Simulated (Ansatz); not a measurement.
Two isomers of C6H10: A = `C1C[C@@H]2C[C@@H]2C1`, B = `C=CC(=C)CC`.

Program: Ansatz. Geometries: PBE0-D4/def2-TZVP. ΔE: electronic, gas phase. CCSD(T)/CBS is the MP2 limit (def2-TZVPP, def2-QZVPP) plus CCSD(T) − MP2 in def2-TZVPP, frozen cores. DFT in def2-TZVPP. One conformer a species, not always the lowest.

Problem. Which isomer does CCSD(T)/CBS put lower? Give the gap. (Best estimate.)

Solution. Ansatz gave: A, by 29.8 kJ/mol.

Problem. Give E(B) − E(A) in kJ/mol with MP2/def2-TZVPP, CCSD/def2-TZVPP, CCSD(T)/def2-SVP, ωB97M-V, LDA (SPW92), PBE-D4, PBE0-D4. (Estimate.)

Solution. Ansatz gave: MP2/def2-TZVPP 50.3, CCSD/def2-TZVPP 35.4, CCSD(T)/def2-SVP 41.8, ωB97M-V 43.2, LDA (SPW92) 75.9, PBE-D4 37.1, PBE0-D4 57.2. None reverses the order clearly.

Problem. Does the order hold for the free energy at 298.15 K (harmonic terms from PBE0-D4)? (An estimate is asked.)

Solution. Computed: Yes: G(B) − G(A) = +11.5 kJ/mol, for one conformer each.

Largest T1 diagnostic: 0.010.

Leaving LDA and LC-ωPBE aside and taking each functional with its dispersion term where it has one, the values, not all of them listed here, spread over 80.5 kJ/mol, from BLYP-D4 to PBE-QIDH. LDA lies +40.1 kJ/mol from PBE without D4. From PBE to PBE0 (25 % exact exchange), in def2-TZVPP and without D4, E(B) − E(A) moves by +20.6 kJ/mol.
